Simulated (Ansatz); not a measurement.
# C₂H₄: functionals against CCSD(T) at one geometry

The task here is to estimate one member of a computed series from the others.

The runs use Ansatz 0.2.0, Gaussian basis; single points in def2-TZVPP.

Correlated methods freeze the cores.

### The system as given

SMILES `C=C`, 6 atoms, charge 0, spin multiplicity 1.

Atoms are counted from 1 here; the program's logs count them from 0.

Bond lengths: C1–C2 1.313 Å, C1–H3 1.084 Å, C1–H4 1.072 Å, C2–H5 1.077 Å, C2–H6 1.078 Å. Angles: C2–C1–H3 122.5°, C2–C1–H4 121.8°, H3–C1–H4 115.7°, C1–C2–H5 123.1°, C1–C2–H6 122.0°, H5–C2–H6 114.9°.

Coordinates:

```mol
C2H4
  3D, bonds by distance, orders not assigned

  6  5  0  0  0  0  0  0  0  0999 V2000
   -0.0797   -0.6334   -0.1500 C   0  0
    0.0937    0.6400    0.1203 C   0  0
    0.0173   -1.4068    0.6030 H   0  0
   -0.3453   -0.9712   -1.1317 H   0  0
   -0.0492    1.4202   -0.6082 H   0  0
    0.3683    0.9828    1.1051 H   0  0
  1  2  8  0
  1  3  8  0
  1  4  8  0
  2  5  8  0
  2  6  8  0
M  END
```

The first run:

Input file run/in.yaml:

```yaml
crystal:
  periodic: [false, false, false]
  atoms:
    - {symbol: C, position_ang: [-0.079700, -0.633400, -0.150000]}
    - {symbol: C, position_ang: [0.093700, 0.640000, 0.120300]}
    - {symbol: H, position_ang: [0.017300, -1.406800, 0.603000]}
    - {symbol: H, position_ang: [-0.345300, -0.971200, -1.131700]}
    - {symbol: H, position_ang: [-0.049200, 1.420200, -0.608200]}
    - {symbol: H, position_ang: [0.368300, 0.982800, 1.105100]}
basis:
  gaussian: {orbitals: def2-TZVPP}
correlation: {method: ccsd_t}
output: {forces: true}
```

No record of the launch command was kept for these runs.

Steps of the session up to this table: CCSD(T)/def2-TZVPP; PBE0-D4/def2-TZVPP; wB97M-V/def2-TZVPP; r2SCAN-D4/def2-TZVPP; PBE-D4/def2-TZVPP; r2SCANh-D4/def2-TZVPP; wB97X-V/def2-TZVPP.

One table of the session follows, with a row left open; its other results are not shown here.

| method | RMS force component (eV/Å) | angle to CCSD(T) forces (°) |
| --- | --- | --- |
| CCSD(T) | 0.480 | reference |
| PBE0-D4 | 0.228 | 28.2 |
| wB97M-V | 0.224 | 22.0 |
| r2SCAN-D4 | 0.261 | 20.8 |
| PBE-D4 | 0.366 | 28.7 |
| r2SCANh-D4 | 0.225 | 22.1 |
| wB97X-V | ? | ? |

**Question.** Estimate the row for wB97X-V.

The run gave: RMS force component (eV/Å): 0.261; angle to CCSD(T) forces (°): 26.4.
